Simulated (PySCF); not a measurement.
C₅H₁₀.
Bonds: C1–C2, C2–C3, C2–C4, C4–C5, C2–C5. Hydrogens: H6, H7, H8 on C1; H9, H10, H11 on C3; H12, H13 on C4; H14, H15 on C5.

The closed-shell ground state was solved at several levels (PySCF, density fitting, gas phase, non-relativistic). Isolated species at its PBE0-D3(BJ)/def2-TZVP geometry, gas phase.

| level | basis functions | total energy (Eh) | HOMO (eV) | LUMO (eV) | gap (eV) | dipole (D) |
| --- | --- | --- | --- | --- | --- | --- |
| CAM-B3LYP/aug-cc-pVTZ | 460 | -196.4770 | -8.98 | 0.29 | 9.27 | 0.13 |
| PBE0/aug-cc-pVTZ | 460 | -196.3517 | -7.60 | -0.03 | 7.57 | 0.13 |
| PBE0/pcSseg-2 | 320 | -196.3556 | -7.61 | 0.69 | 8.30 | 0.13 |

(1) What might wB97X-D/aug-cc-pVTZ (460 basis functions) give for the same quantities?

(2) Over all these levels, which gives the widest orbital gap and which the narrowest?

(3) How far do the dipole and the HOMO energy spread over the levels?

Results:

(1) Total energy -196.5311 Eh, HOMO -9.46 eV, LUMO 0.90 eV, gap 10.36 eV, dipole 0.13 D.

(2) wB97X-D/aug-cc-pVTZ (range-separated hybrid) has the widest, 10.36 eV, and PBE0/aug-cc-pVTZ (global hybrid, 25 % exact exchange) the narrowest, 7.57 eV. The two share the basis. From the narrowest to the widest the HOMO moves by -1.86 eV and the LUMO by +0.93 eV.

(3) The dipole runs from 0.13 to 0.13 D (mean 0.13 D) and the HOMO from -9.46 to -7.60 eV.

wB97X-D is run here without its empirical dispersion term; that term would change no orbital, density or response property at a fixed geometry.
